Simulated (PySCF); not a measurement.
O2, SMILES O=O (connectivity only; charge and spin as stated), charge +1, multiplicity 2. Atoms are numbered in the order given.

```xyz
2

O      0.0000     0.0000    -0.5610
O      0.0000     0.0000     0.5610
```
Charge +1, spin multiplicity 2.

The structure is a stationary point at PBE-D3(BJ)/def2-TZVPD.

Calculation: PBE-D3(BJ)/def2-TZVPD (PySCF).

Harmonic, unscaled wavenumbers; measured fundamentals usually lie a few per cent lower.

Give all harmonic wavenumbers and intensities. (Estimate from the structure and the level; the computed values follow.)


```json
[
 {"mode": "1", "ν (cm⁻¹)": "1931", "IR (km/mol)": "0.0", "moving atoms (share of kinetic energy)": "O 100 %"}
]
```
